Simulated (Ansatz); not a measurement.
AlH5S, SMILES [AlH3-][SH2+], a relaxed scan of one distance

With Ansatz 0.2.0 through its Python package.

Contents of `alh5s.xyz`:
```text
7

Al   -0.40330   -0.69270   -0.39380
S     0.83080    0.62870    0.89130
H    -0.37980   -2.16590    0.06030
H    -1.89380   -0.14690   -0.30180
H     0.04230   -0.53840   -1.93810
H     0.05770    1.59060    1.51140
H     1.80740    1.25660    0.12500
```

Notebook, run cell by cell (the value of a cell's last expression is shown):

**Cell 1**
```python
import warnings

import ansatz as az
import numpy as np

warnings.simplefilter('ignore', az.DeckWarning)
```

**Cell 2**
```python
mol = az.Crystal.molecule_from_extxyz('alh5s.xyz')
```

**Cell 3**
```python
base = (
    mol.calculation()
    .basis(gaussian='def2-SVP')
    .functional('PBE0')
)
symbols = [site.symbol for site in mol.cartesian_sites]
pairs = [(0, 1), (0, 2), (0, 3), (0, 4), (1, 5), (1, 6)]
print('held (A)   E (eV)        ', '  '.join(f'{symbols[i]}{i}-{symbols[j]}{j}' for i, j in pairs))
for length in [1.28, 1.39, 1.5, 1.67, 1.88]:
    report = base.relax(constraints=[az.DistanceConstraint((1, 6), at=length)], force_tolerance=0.02, max_steps=60).run(threads=1, pin='off').report
    xyz = np.array(report['positions_ang'])
    print(f'{length:6.2f} {report["free_energy_ev"]:14.5f}  ', '  '.join(f'{np.linalg.norm(xyz[i] - xyz[j]):.3f}' for i, j in pairs))
```
Output:
```text
held (A)   E (eV)         Al0-S1  Al0-H2  Al0-H3  Al0-H4  S1-H5  S1-H6
  1.28   -17500.59982   2.580  1.598  1.601  1.599  1.351  1.280
  1.39   -17500.65987   2.575  1.599  1.599  1.601  1.353  1.390
  1.50   -17500.44974   2.570  1.599  1.600  1.601  1.354  1.500
  1.67   -17499.86379   2.558  1.598  1.602  1.601  1.354  1.670
  1.88   -17499.00476   2.524  1.597  1.608  1.599  1.354  1.880
```

Reading the output:
- Total energies depend on the basis set; only differences at equal settings carry meaning.
- The energies are electronic: no zero-point or thermal terms, and the basis set is short of its limit.
- The script silences the warnings on its input, which a real study should read.
- Hardware and time: 110 s on 1 thread of Arm Neoverse V1, on a shared host, peak memory 0.19 GiB.
